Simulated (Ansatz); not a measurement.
```yaml
crystal:
  periodic: [false, false, false]
  atoms:
    - {symbol: Ta, position_ang: [0.000000, 0.000000, -2.127164]}
    - {symbol: N, position_ang: [0.000000, 0.000000, 0.541283]}
    - {symbol: H, position_ang: [0.000000, 0.000000, 1.585880]}
basis:
  gaussian: {orbitals: def2-TZVP}
total_charge: 1
magnetization: {spin_polarized: true, initial_magnetization: 6}
hamiltonian: {xc: pbe0}
relax: {f_tol: 0.004, max_steps: 80}
```

```sh
$ ansatz run in.yaml --threads 1 --pin off --events-out ev --progress --plain --max-ram 2176MiB
```

Steps of the relaxation (energy above the last step; positions in Å, forces in eV/Å):

```
3
step 1, 122.0 meV
Ta    0.000    0.000   -2.127    0.000    0.000    0.698
N     0.000    0.000    0.541    0.000    0.000   -0.223
H     0.000    0.000    1.586    0.000    0.000   -0.475
```

```
3
step 2, 0.7 meV
Ta    0.000    0.000   -1.943    0.000    0.000   -0.031
N     0.000    0.000    0.454    0.000    0.000    0.250
H     0.000    0.000    1.489    0.000    0.000   -0.219
```

```
3
step 3, 0.0 meV
Ta    0.000    0.000   -1.947    0.000    0.000    0.018
N     0.000    0.000    0.458    0.000    0.000    0.019
H     0.000    0.000    1.489    0.000    0.000   -0.037
```

```
3
step 5, 0.0 meV
Ta    0.000    0.000   -1.945    0.000    0.000    0.000
N     0.000    0.000    0.457    0.000    0.000    0.000
H     0.000    0.000    1.488    0.000    0.000    0.000
```

Close pairs at the end: N2–H3 1.030 Å, Ta1–N2 2.402 Å.

A stationary point of unrestricted PBE0 after 5 steps, with ⟨S²⟩ = 12.008 against 12.00 for a pure state; no frequencies were run, so it isn't proven a minimum. 39 s on 1 thread of Arm Neoverse V1, shared host.
